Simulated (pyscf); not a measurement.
:N–F (SMILES [N]F) [triplet] + F–SiH₃ (SMILES F[SiH3]) → •HN–F (SMILES [NH]F) + F–SiH₂• (SMILES F[SiH2]), a hydrogen abstraction (triplet surface; H–Si broken, H–N formed). Optimised with ωB97X-D3(BJ)/def2-SVP in PySCF. Correlated levels are frozen-core, on RHF or UHF. ΔMP2 is the change of the MP2 total energy from the triple- to the quadruple-zeta basis. Energies in kcal/mol from the separated reactants.

Small-basis levels: PySCF, no dispersion term, spherical d functions. Open shells are spin-unrestricted. 

Q: Quick B3LYP/6-31G* single points give ΔE‡ = 21.4 kcal/mol and ΔE = +20.1 kcal/mol. What does CCSD(T)/def2-TZVPP + ΔMP2(QZVPP) give, and how far is the quick result from it?

A: CCSD(T)/def2-TZVPP + ΔMP2(QZVPP) gives ΔE‡ = 26.4 kcal/mol and ΔE = +19.2 kcal/mol. B3LYP/6-31G* lies 5.0 kcal/mol under it in the barrier and 0.9 kcal/mol over it in the reaction energy, so on this step it does not hold to within 3.0 kcal/mol. CCSD(T)/def2-TZVPP + ΔMP2(QZVPP) has limits of its own. •HN–F + F–SiH₂• also meet on a surface of lower spin, which isn't treated here. This is the saddle that the search found; another between the same sides may lie lower. The angle at the transferred H is 168°. The CCSD(T) − MP2 part came from Ansatz, without density fitting, on the same reference.
